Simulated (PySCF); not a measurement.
Cost of excited-state runs on `InChI=1S/Cl2/c1-2`

Geometry:
```
atom   x (Å)   y (Å)   z (Å)
 Cl1   1.013  -0.003  -0.002
 Cl2  -1.013   0.005  -0.012
```

PySCF with density fitting, on 1 thread of an Arm Neoverse V2, shared host. Command: `OMP_NUM_THREADS=1 python excited_run.py task.json out`

**Question.** How long does each of these runs take, and how much memory?
- magnetisability and related constants, B97-D/aug-pcSseg-2; usual settings
- magnetisability and related constants, BLYP/aug-pcSseg-2; usual settings
- magnetisability and related constants, BP86/aug-pcSseg-2; usual settings
- magnetisability and related constants, HCTH407/aug-pcSseg-2; usual settings
- magnetisability and related constants, KT1/aug-pcSseg-2; usual settings
- magnetisability and related constants, KT2/aug-pcSseg-2; usual settings

**Answer.** 
| run | level | basis functions | wall time | peak memory (GiB) |
| --- | --- | --- | --- | --- |
| magnetisability and related constants | B97-D/aug-pcSseg-2 | 118 | 2.4 s | 0.4 |
| magnetisability and related constants | BLYP/aug-pcSseg-2 | 118 | 2.4 s | 0.4 |
| magnetisability and related constants | BP86/aug-pcSseg-2 | 118 | 2.4 s | 0.4 |
| magnetisability and related constants | HCTH407/aug-pcSseg-2 | 118 | 2.4 s | 0.4 |
| magnetisability and related constants | KT1/aug-pcSseg-2 | 118 | 2.4 s | 0.4 |
| magnetisability and related constants | KT2/aug-pcSseg-2 | 118 | 2.4 s | 0.4 |

Times from a shared host are rough.
